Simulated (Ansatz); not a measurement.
The same path of H5SSi2 (8 atoms, charge 0, multiplicity 2) was run twice with different band settings. The coordinate that changes most is the height of Si1 over the plane of its neighbours.

All numbers below come from Ansatz 0.2.0, UKS revPBE/def2-SVP.

Relaxed end points:

```xyz
8
Properties=species:S:1:pos:R:3
Si -1.335 1.020 -0.883
S -0.397 -0.939 -0.916
Si 0.838 -0.843 0.878
H -2.095 1.122 -2.182
H -0.306 2.127 -0.794
H 1.589 -2.143 0.910
H -0.005 -0.710 2.117
H 1.804 0.309 0.815
```

```xyz
8
Properties=species:S:1:pos:R:3
Si -0.834 1.168 -1.253
S -0.361 -0.928 -0.944
Si 0.919 -0.818 0.818
H -1.880 1.182 -2.342
H -1.386 1.803 0.006
H 1.268 -2.242 1.141
H 0.194 -0.190 1.978
H 2.172 -0.033 0.539
```

Common settings: movable images 7; climbing image yes; spring 5.0 eV/Å²; optimiser quadratic models (default); force threshold 0.03 eV/Å; iteration limit 60; end points relaxed.

| run | start path |
| --- | --- |
| 1 | through a guess of the saddle point |
| 2 | straight line |

(1) What does each run give, and how far can it be trusted?

Answers

(1) Run 1: converged after 17 iterations, highest image 0.309 eV above the first end. A vibrational analysis at the climbing image gives one clearly imaginary mode, 612i cm⁻¹: a first-order saddle point.
Run 2: converged after 7 iterations, highest image 0.401 eV above the first end. The order of the stationary point at the top wasn't checked.
